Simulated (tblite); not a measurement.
Species: C₄H₅N₂ (doublet state).
SMILES with atom numbers: `[CH2:1]=[C:2]/[N:3]=[CH:4]\[N:5]=[CH2:6]` (hydrogens: H7, H8 on C1; H9 on C4; H10, H11 on C6)
Bond orders are those of one Lewis drawing.

Computed with GFN2-xTB (tblite), gas phase: L-BFGS steps from a force-field or distance-geometry start until the largest atomic force falls under 0.01 eV/Å.

Step 55: E = -458.0866 eV
```
atom  x, y, z in Å  |  force x, y, z in eV/Å
C1      2.1424   -0.4033   -0.4669    0.038  -0.006  -0.004
C2      1.1121    0.3464   -0.2037    0.013   0.074   0.022
N3      0.3057    1.2340    0.0218   -0.009  -0.011  -0.012
C4     -1.0228    1.3448    0.1145    0.017  -0.017  -0.013
N5     -1.8744    0.3382    0.2069    0.000  -0.016   0.029
C6     -1.5508   -0.8917    0.3833   -0.013  -0.001  -0.018
H7      2.7237   -0.2586   -1.3607    0.011   0.004  -0.003
H8      2.4441   -1.2006    0.1890   -0.026  -0.026  -0.017
H9     -1.4129    2.3487    0.1422   -0.018  -0.001  -0.011
H10    -0.5405   -1.2163    0.6365    0.003  -0.025   0.029
H11    -2.3212   -1.6390    0.3111   -0.016   0.025   0.000
```

Step 56: E = -458.0871 eV
```
atom  x, y, z in Å  |  force x, y, z in eV/Å
C1      2.1432   -0.4031   -0.4679    0.052  -0.004  -0.003
C2      1.1127    0.3445   -0.2001    0.012   0.072   0.017
N3      0.3052    1.2307    0.0246   -0.007  -0.010  -0.018
C4     -1.0234    1.3433    0.1113    0.018  -0.015   0.009
N5     -1.8759    0.3381    0.2085    0.008  -0.006   0.007
C6     -1.5527   -0.8919    0.3861   -0.036   0.004  -0.019
H7      2.7285   -0.2465   -1.3570    0.011   0.002  -0.011
H8      2.4451   -1.2060    0.1804   -0.026  -0.035  -0.007
H9     -1.4090    2.3489    0.1347   -0.036  -0.005  -0.007
H10    -0.5432   -1.2178    0.6395    0.011  -0.026   0.027
H11    -2.3252   -1.6375    0.3142   -0.007   0.024   0.007
```

Step 57: E = -458.0875 eV
```
atom  x, y, z in Å  |  force x, y, z in eV/Å
C1      2.1445   -0.4027   -0.4690    0.047   0.007   0.005
C2      1.1149    0.3447   -0.1969    0.017   0.047   0.006
N3      0.3047    1.2280    0.0268    0.002  -0.001  -0.018
C4     -1.0237    1.3419    0.1086    0.014  -0.007   0.028
N5     -1.8772    0.3379    0.2104    0.011   0.003  -0.020
C6     -1.5546   -0.8925    0.3880   -0.039   0.003  -0.006
H7      2.7334   -0.2364   -1.3534    0.017   0.003  -0.026
H8      2.4451   -1.2115    0.1720   -0.026  -0.039   0.003
H9     -1.4066    2.3488    0.1279   -0.047  -0.011  -0.003
H10    -0.5456   -1.2195    0.6429    0.003  -0.026   0.018
H11    -2.3295   -1.6361    0.3170    0.002   0.021   0.013
```

Step 58: E = -458.0880 eV
```
atom  x, y, z in Å  |  force x, y, z in eV/Å
C1      2.1465   -0.4022   -0.4706    0.037   0.021   0.011
C2      1.1184    0.3465   -0.1948    0.017   0.015  -0.007
N3      0.3041    1.2256    0.0283    0.017   0.008  -0.012
C4     -1.0242    1.3404    0.1065    0.009  -0.002   0.039
N5     -1.8784    0.3375    0.2113    0.013   0.011  -0.044
C6     -1.5570   -0.8932    0.3893   -0.028   0.003   0.015
H7      2.7401   -0.2275   -1.3502    0.016   0.003  -0.029
H8      2.4436   -1.2175    0.1637   -0.027  -0.032   0.007
H9     -1.4056    2.3480    0.1226   -0.049  -0.015  -0.001
H10    -0.5484   -1.2202    0.6486   -0.014  -0.027   0.004
H11    -2.3337   -1.6347    0.3194    0.009   0.015   0.016
```

Task: Estimate the geometry and energy of step 59. (The exact step hangs on the optimiser's Hessian estimate; all steps are aligned on step 58, rigid shifts and turns removed.)

Result: E = -458.0885 eV, largest force 0.059 eV/Å
```
atom  x, y, z in Å  |  force x, y, z in eV/Å
C1      2.1487   -0.4011   -0.4730    0.011   0.035   0.028
C2      1.1231    0.3507   -0.1945    0.018  -0.022  -0.022
N3      0.3043    1.2247    0.0300    0.029   0.020   0.000
C4     -1.0241    1.3389    0.1052    0.006   0.010   0.039
N5     -1.8784    0.3365    0.2091    0.010   0.014  -0.056
C6     -1.5588   -0.8941    0.3905    0.001   0.002   0.037
H7      2.7466   -0.2224   -1.3484    0.021   0.005  -0.036
H8      2.4388   -1.2227    0.1565   -0.022  -0.023   0.008
H9     -1.4065    2.3463    0.1204   -0.043  -0.017  -0.002
H10    -0.5515   -1.2200    0.6592   -0.040  -0.029  -0.012
H11    -2.3366   -1.6341    0.3191    0.009   0.004   0.016
```

The energy changes by -0.0005 eV. The first-order estimate −F·Δx gives -0.0007 eV and the mean of the old and new forces, exact on a quadratic surface, -0.0005 eV. The step makes an angle of 72° with the force vector and moves no atom by more than 0.011 Å.

The cost below is that of the whole relaxation. The run took 0.49 s wall on one thread, Arm Neoverse N1 (aarch64), no GPU, on a shared host.
